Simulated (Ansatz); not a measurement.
# SnH₂⁺, doublet: reading a ladder of total energies

Geometry: a point of a breathe scan, not a stationary point.

```yaml
atoms:
  - { symbol: Sn, position_ang: [0.0000, 0.0000, 0.0000] }
  - { symbol: H, position_ang: [0.0000, 0.0000, -2.1636] }
  - { symbol: H, position_ang: [0.0000, 0.0000, 2.1636] }
```

Basis def2-TZVP with its core potentials; Ansatz 0.2.0. Only valence electrons are correlated (noble-gas cores and the filled d shells of p-block atoms frozen), which leaves 5 electrons in 53 orbitals. Prefix R: restricted or restricted open-shell reference. No spin–orbit coupling is included; scalar relativity enters through the core potentials alone.

Full CI is exact within this basis and frozen core; it isn't the basis-set limit.

The cluster runs stand on a determinant 0.14 eV above the lowest RHF solution, chosen by trial CCSD; the correlation energy below is counted from it.

Runs differ by some tens of microhartree through their thresholds and, for an open shell, their frozen cores, so steps under 0.03 kcal/mol mean nothing.

```json
{"level": "RHF determinant under the cluster runs", "total energy (hartree)": "-214.101769"}
{"level": "RMP2", "total energy (hartree)": "-214.186518"}
{"level": "RCCSD", "total energy (hartree)": "-214.210902"}
{"level": "RCCSD(T)", "total energy (hartree)": "-214.213699"}
{"level": "RCCSDT", "total energy (hartree)": "-214.214373"}
{"level": "RCCSDT(Q)", "total energy (hartree)": "-214.214429"}
{"level": "full CI", "total energy (hartree)": "-214.214438"}
```

Problem. What is the correlation energy at full CI, and what share of it do RMP2 and RCCSD(T) recover?

Solution. E(corr) = -214.214438 − (-214.101769) = -0.112669 hartree = -3.066 eV. RMP2: -0.084749 / -0.112669 = 75.22 %. RCCSD(T): -0.111930 / -0.112669 = 99.34 %.

Problem. By how many kcal/mol does RCCSD(T) miss full CI (1 hartree = 627.509 kcal/mol), and which steps make up the rest?

Solution. -214.213699 − (-214.214438) = 0.000739 hartree = 0.46 kcal/mol. Steps: RCCSDT − RCCSD(T) = -0.42, RCCSDT(Q) − RCCSDT = -0.04, full CI − RCCSDT(Q) = -0.01 kcal/mol. That is within 1 kcal/mol of the reference in this basis, which itself misses far more of the correlation at the basis-set limit.
